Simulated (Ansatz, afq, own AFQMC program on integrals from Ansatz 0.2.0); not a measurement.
GeH2, singlet → GeH$_{2}$, triplet

```yaml
atoms:
  - { symbol: Ge, position_ang: [0.0000, -0.0303, 0.0000] }
  - { symbol: H, position_ang: [0.0000, 1.0906, -1.1335] }
  - { symbol: H, position_ang: [0.0000, 1.0906, 1.1335] }
```

E(triplet, charge +0) − E(singlet, charge +0) at this geometry, on RHF and UHF determinants.

Basis cc-pVDZ. Only valence electrons are correlated. AFQMC by an in-house program on the Cholesky factors that Ansatz 0.2.0 writes for its CCSD(T) run. The CISD trial takes its coefficients from CCSD amplitudes. Released means that phaseless walkers are propagated on without the constraint, phases kept. Uncertainties: one standard error, sampling alone. No spin–orbit coupling. The errors of all members are added in quadrature.

Full CI on the same integrals is exact in this basis and with this determinant's frozen core.

Errors are counted within cc-pVDZ, not against nature.

Cautions: inner d shell frozen; no relativity below Rb; no spin-orbit coupling; GeH₂ (singlet): restricted determinant unstable towards unrestricted (UHF 27 meV lower, ⟨S²⟩ 0.23); GeH₂ (triplet): another spin lies lower, the ph-AFQMC/CISD walk drifts between its halves (2.2 errors).

Reference (full CI): 1.356 eV.

```tsv
level	vertical spin gap (eV)	error against FCI (eV)
HF	0.884	-0.472
MP2	1.235	-0.121
CCSD	1.357	0.001
CCSD(T)	1.358	0.002
CCSDT	1.354	-0.002
CCSDT(Q)	1.355	0.000
CCSDTQ	1.356	0.000
ph-AFQMC/HF	1.399 ± 0.024	0.043 ± 0.024
ph-AFQMC/CISD	1.357 ± 0.002	0.001 ± 0.002
released AFQMC	1.357 ± 0.001	0.001 ± 0.001
```

Correlation beyond CCSD(T) changes it by less than 2 meV. The perturbative (T) step is worth +0.000 eV.

CCSDT and higher add their correlation energy to the determinant of the CCSD(T) run, since their own runs factorise the integrals more tightly (a shift of under 2 meV). A walk keeps the symmetry of its determinant, which the program's search chose and which needn't be the lowest solution, so a lower state of the same spin and another symmetry isn't excluded. Released energies are given only where the last usable release times agree within the noise; a slower fall can still hide under it.
